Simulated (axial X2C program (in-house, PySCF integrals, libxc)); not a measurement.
**Bond lengths and stretching modes, held linear, of HSiF**

Computed with an in-house all-electron X2C program for linear molecules (integrals from PySCF): two-component X2C with atomic mean-field Coulomb and Gaunt terms, Gaussian nuclei, basis H dyall-v3z, Si dyall-v3z, F dyall-av3z with contracted cores. Spin-free rows use the one-electron spin-free X2C Hamiltonian.

Masses H 1.008, Si 27.977, F 18.998 u. States: 2c Ω = 2 (beyond evenly filled blocks: ω = 1/2, ω = 3/2); spin-free M_S = 1, Λ = 1 (beyond evenly filled blocks: σα, π+α).

PBE, 2c: energies above the lowest point

```
r(H–Si) (Å)  r(Si–F) (Å)  E (meV)
     1.5961       1.6039    61.55
     1.5961       1.6450    14.42
     1.5961       1.6861     9.06
     1.6370       1.6039    49.47
     1.6370       1.6450     3.77
     1.6370       1.6861     0.00
     1.6370       1.7273    29.05
     1.6779       1.6039    48.84
     1.6779       1.6450     4.60
     1.6779       1.6861     2.43
     1.7188       1.6450    14.22
     1.7188       1.7273    46.22
```

Task: Fit a quadratic surface with cubic terms in each bond: where is the minimum, and what are the two stretching wavenumbers?

Result: At PBE, 2c: bonds 1.650 and 1.669 Å; harmonic stretches 717.1 and 1330.6 cm⁻¹; force constants 1.02, 3.48 and coupling 0.15 mdyn/Å.

The other levels and Hamiltonians give:

```
Hamiltonian  level  r(H–Si) (Å)  r(Si–F) (Å)  lower stretch (cm⁻¹)  upper stretch (cm⁻¹)
         2c   PBE0        1.641        1.643                 763.4                1341.3
         2c     HF        1.671        1.611                 813.9                1005.8
         2c    MP2        1.623        1.647                 768.3                1356.8
  spin-free   PBE0        1.640        1.643                 763.2                1342.1
  spin-free     HF        1.670        1.611                 813.7                1008.4
  spin-free    PBE        1.650        1.669                 716.9                1331.5
  spin-free    MP2        1.623        1.647                 768.1                1357.9
```

Each state is one determinant, the lowest of a limited PBE0 search; the stretches come from a fit to these few points and carry an uncertainty of a few per cent. Other orders of the atoms were not compared. The levels spread by more than a fifth, so the stretches depend strongly on the method. MP2 freezes inner shells (threshold -2 hartree). The molecule was held linear; bending was not examined, so a bent shape may lie lower. Open-shell Ω = 0 determinants with evenly filled partner blocks cannot be reached by this program, so the Ω shown need not be the lowest component. Note: functional without a current term on a determinant with orbital currents, of the molecule or an atom. Note: several unpaired electrons, one determinant need not be a pure state.
